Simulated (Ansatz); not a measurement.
This geometry of C2H3F2 (7 atoms, charge 1, multiplicity 1) is a first-order saddle point.

All numbers below come from Ansatz, RKS r2SCAN/def2-SVP.

```xyz
7
Properties=species:S:1:pos:R:3
F -0.695 0.447 -1.538
C -0.317 0.661 -0.371
C 0.391 -0.437 0.344
F -0.677 -1.308 0.423
H -0.651 1.627 0.057
H 1.217 -0.856 -0.261
H 0.731 -0.134 1.346
```

Q: Which two structures does it join? (They come from a converged band through this point; their orientation in space is the band's.)

A: No bond is made or broken. The dihedral F1–C2–C3–F4 goes from 0 to -180°.

First end point:

```xyz
7
Properties=species:S:1:pos:R:3
F -1.363 0.475 -1.065
C -0.331 0.639 -0.382
C 0.271 -0.478 0.302
F -0.359 -1.633 0.134
H 0.071 1.669 -0.343
H 1.346 -0.502 -0.026
H 0.363 -0.171 1.380
```

Last end point:

```xyz
7
Properties=species:S:1:pos:R:3
F 0.084 1.750 -0.356
C -0.391 0.592 -0.413
C 0.269 -0.482 0.301
F -0.346 -1.653 0.149
H -1.309 0.469 -1.022
H 1.340 -0.505 -0.037
H 0.354 -0.170 1.377
```

Q: How far does it lie above each of them?

A: 0.51 eV above the first and 0.43 eV above the second. This is the barrier of this one path; another mechanism may lie lower.

Time of the run: 6 min on 1 thread of AMD EPYC (Zen 3), on a shared host, peak memory 0.14 GiB.
